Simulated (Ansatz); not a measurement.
Rock-salt SrO, treated with G0W0@PBE0 in Ansatz (plane waves, hard PAW, contour deformation).

The cell has the measured lattice parameters. Conventional cell: a = 5.1600 Å, b = 5.1600 Å, c = 5.1600 Å, α = 90.00°, β = 90.00°, γ = 90.00°.

The quasiparticle gap at Γ at a fixed k mesh 4×4×4:

| response cutoff | value (eV) |
|---|---|
| 150 eV, 263 empty bands | 6.450 |
| 200 eV, 405 empty bands | 6.549 |
| 250 eV, 566 empty bands | 6.609 |
| 300 eV, 745 empty bands | 6.645 |

Task: Taking the value to converge with the response cutoff E as E^(−3/2), extrapolate from the last two rows.

Result: With y = y∞ + c/w and weights w = 3953 and 5196 for the last two rows, y∞ = (w2 y2 − w1 y1)/(w2 − w1) = (5196 × 6.645 − 3953 × 6.609)/1243 = 6.759 eV, which lies 0.114 beyond the last row. Successive pairs of rows give 6.733, 6.760, 6.759. The limit also hangs on the law assumed, so its last digits aren't firm.

The other settings are not extrapolated, so this is the limit in one setting alone.

At the last cutoff the smallest gap on this mesh is 6.14 eV, with an edge away from Γ.

Spin–orbit coupling is not included.

Note: GW on a hybrid start was not checked against another program.

Ansatz is an electronic-structure program.
